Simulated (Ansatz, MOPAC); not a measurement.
Process, species as SMILES: FF → 2 F atom (the F-F bond breaks)

Wanted: bond dissociation energy (enthalpy at 298 K), in kcal/mol. Conventions: spin-orbit terms left out; non-relativistic; UHF or UKS for open shells; LANL2DZ all-electron up to Ne; PM7 with its own dispersion and hydrogen-bond terms. First-principles rows: single points at B3LYP-D3(BJ) geometries (Ansatz, a quantum-chemistry and plane-wave program), with unscaled harmonic terms from B3LYP/6-31G* at its own minima. Semi-empirical rows: MOPAC heats of formation at their own minima for 298 K.

```tsv
species	coefficient	E at B3LYP/LANL2DZ (Ansatz), Eh	E at wB97X-V/def2-TZVPD (Ansatz), Eh	H(298 K) - E, kcal/mol	heat of formation at PM7 (MOPAC), kcal/mol
FF	-1	-199.54174	-199.52991	3.61	-15.87
F atom	+2	-99.74999	-99.73522	1.48	18.89
```

Measured values: Active Thermochemical Tables 1.112 (ions: stationary electron), as tabulated in the package chemicals; they hold spin-orbit and core effects, anharmonicity.  Value to compare with, the measured value: 37.9 kcal/mol. 1 Eh = 627.5095 kcal/mol.

Problem. Work the quantity out at each level, and compare with the measured value.

Solution. 
- B3LYP/LANL2DZ: the sum of coefficient times E is 0.04176 Eh, or 26.20 kcal/mol; the thermal terms add -0.65. Result: 25.6 kcal/mol. Its error against the measured value is -12.3 kcal/mol.
- wB97X-V/def2-TZVPD: the sum of coefficient times E is 0.05947 Eh, or 37.32 kcal/mol; the thermal terms add -0.65. Result: 36.7 kcal/mol. Its error against the measured value is -1.2 kcal/mol.
- PM7: the sum of coefficient times heat of formation is 53.65 kcal/mol; it needs no thermal term. Its error against the measured value is 15.7 kcal/mol.
